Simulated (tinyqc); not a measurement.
Pariser-Parr-Pople SCF with singles CI, for the molecule Nc1cc[nH]c1 (SMILES; centres numbered as the heavy atoms are written), step by step. Computed by tinyqc, a small Python program that keeps every step. Settings: charge = 0, gamma = MN, start = core, damping = 0.5, iteration cap = 72, excitations kept = 4. Command: `OMP_NUM_THREADS=1 python tinyqc.py 27680 27681 out.jsonl` (the two numbers bound the seeds that draw the settings). One thread of a shared host (Intel(R) Xeon(R) Processor @ 2.60GHz), about 0.01 s of CPU time with the checks.

Centres (angstrom, eV; a flat drawing with bonds scaled to 1.40 angstrom):
```
centre          x          y  core charge z          W   gamma_rr
1N       2.159000   0.000000              2  23.380000  18.820000
2C       0.759000   0.000000              1  10.790000  11.730000
3C      -0.064000   1.133000              1  10.790000  11.730000
4C      -1.395000   0.700000              1  10.790000  11.730000
5N      -1.395000  -0.700000              2  23.380000  18.820000
6C      -0.064000  -1.133000              1  10.790000  11.730000
```

Resonance integrals (eV):
```
i  j       beta
1  2  -2.170000
2  3  -2.390000
3  4  -2.390000
4  5  -2.170000
5  6  -2.170000
6  2  -2.390000
```

Stop when output and input P, before any damping, agree to 1e-7.

Course of the cycle:
```
iteration         E (eV)  largest |P(out) - P(in)|
1          -106.65296383                  4.10e-01
2          -108.05879099                  2.22e-01
3          -108.86563810                  1.20e-01
4          -109.30109192                  6.46e-02
5          -109.52879746                  3.51e-02
6          -109.64582960                  1.92e-02
7          -109.70539518                  1.06e-02
8          -109.73554249                  5.96e-03
9          -109.75075157                  3.40e-03
10         -109.75841061                  1.98e-03
11         -109.76226395                  1.32e-03
...                  ...                       ...
33         -109.76616370                  1.78e-06
34         -109.76616370                  1.33e-06
35         -109.76616370                  9.96e-07
36         -109.76616370                  7.44e-07
37         -109.76616370                  5.56e-07
38         -109.76616370                  4.16e-07
39         -109.76616370                  3.11e-07
40         -109.76616370                  2.32e-07
41         -109.76616370                  1.73e-07
42         -109.76616370                  1.29e-07
43         -109.76616370                  9.67e-08
```

Can the last value be used, and what does the course show?

Yes. Converged in 43 iterations.
